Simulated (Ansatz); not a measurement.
Relaxation of C2H5N (8 atoms, charge 0, multiplicity 1), to a largest force component of 0.015 eV/Å in at most 40 steps.

All numbers below come from Ansatz 0.2.0, RKS B3LYP/cc-pVDZ.

```xyz
8
Properties=species:S:1:pos:R:3:forces:R:3
C -0.488 0.621 -0.280 0.12 -0.17 0.08
C 0.595 -0.150 0.417 -0.43 0.67 -0.25
N 0.782 -1.389 0.400 0.85 -1.42 0.46
H -0.429 0.449 -1.354 -0.03 0.01 -0.46
H -1.464 0.271 0.056 -0.45 -0.07 0.11
H -0.408 1.687 -0.087 -0.03 0.50 0.04
H 1.304 0.427 1.004 0.40 0.39 0.34
H 0.108 -1.916 -0.156 -0.45 0.08 -0.32
```

Problem. Where does it end, and by what steps?

Solution. The run converged. After 18 steps the energy has fallen by 0.119 eV; H4 moved furthest, 0.65 Å.

```
step  energy less start (eV)  largest force component (eV/Å)  accepted
   0                  0.0000                           1.418       yes
   1                 -0.0432                           0.408       yes
   2                 -0.0526                           0.087       yes
   3                 -0.0526                           0.065       yes
   4                 -0.0523                           0.156        no
   5                 -0.0533                           0.024       yes
   6                 -0.0539                           0.034       yes
   7                 -0.0575                           0.109       yes
   8                 -0.0598                           0.042       yes
   9                 -0.0631                           0.203       yes
  10                 -0.0675                           0.314       yes
  11                 -0.0740                           0.490       yes
  12                 -0.1121                           0.051       yes
  13                 -0.1137                           0.116       yes
  14                 -0.0951                           0.460        no
  15                 -0.1175                           0.148       yes
  16                 -0.1137                           0.327        no
  17                 -0.1187                           0.029       yes
  18                 -0.1189                           0.006       yes
```

```xyz
8
Properties=species:S:1:pos:R:3
C -0.475 0.596 -0.317
C 0.667 -0.177 0.285
N 0.709 -1.410 0.600
H -0.172 1.041 -1.282
H -1.358 -0.042 -0.482
H -0.760 1.437 0.340
H 1.585 0.410 0.475
H -0.197 -1.856 0.381
```

Whether the end is a true minimum wasn't checked by a vibrational analysis.

Run time: 32 s on 1 CPU thread of a shared host.
